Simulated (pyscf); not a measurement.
Homolytic dissociation enthalpies at 298 K of Cl–Ge, Cl–Si, Cl–Sn, F–Si bonds in 8 gas-phase molecules, in kcal/mol. Structures and frequencies: ωB97X-D3(BJ)/def2-SVP in PySCF. Both columns use the same structures and thermal terms. Rows were drawn at random from the closed-shell molecules with such a bond whose radicals are computed, keep their shape and have no isomer in the data more than 5 kcal/mol lower.

```csv
row,molecule,radicals,r²SCAN/def2-TZVP,ωB97M-D3(BJ)/def2-TZVP
1,F–SiH(SiH₃)–SiH₂–SiH₃,F• + H₃Si–SiH•–SiH₂–SiH₃,135.9,139.3
2,F–SiH(F)–O–SiH₃,F• + F–SiH•–O–SiH₃,158.9,162.4
3,Cl–GeH₂–GeH₂–Cl,Cl• + Cl–GeH₂–GeH₂•,93.2,94.1
4,H₃Si–Si(Cl)(Cl)–Cl,H₃Si–Si•(Cl)–Cl + Cl•,105.2,108.4
5,F–Si(F)(SiH₃)–SiH₃,F• + F–Si•(SiH₃)–SiH₃,146.1,149.1
6,HO–Si(SiH₃)(SiH₃)–Cl,HO–Si•(SiH₃)–SiH₃ + Cl•,106.0,?
7,HO–Sn(OH)(OH)–Cl,HO–Sn•(OH)–OH + Cl•,84.8,86.5
8,Cl–Sn(Cl)(Cl)–SeH,Cl• + Cl–Sn•(Cl)–SeH,80.0,81.8
```

### Question
Fit a line that carries the r²SCAN values to the last column and predict row 6.

### Answer
In the 7 complete rows the last column lies 0.9 to 3.5 kcal/mol from r²SCAN (mean 2.5, median 3.0). Least squares gives y = -0.9 + 1.03·x with residuals of 0.6 kcal/mol (root mean square). For row 6: -0.9 + 1.03 × 106.0 = 108.3 kcal/mol. The computed value is 109.3 kcal/mol, 1.0 over the line. Left out: the spin-orbit lowering of Cl, F. Elements up to Kr have no core potential and no relativistic terms here. Elements past Kr carry the def2 core potentials, without spin-orbit coupling.
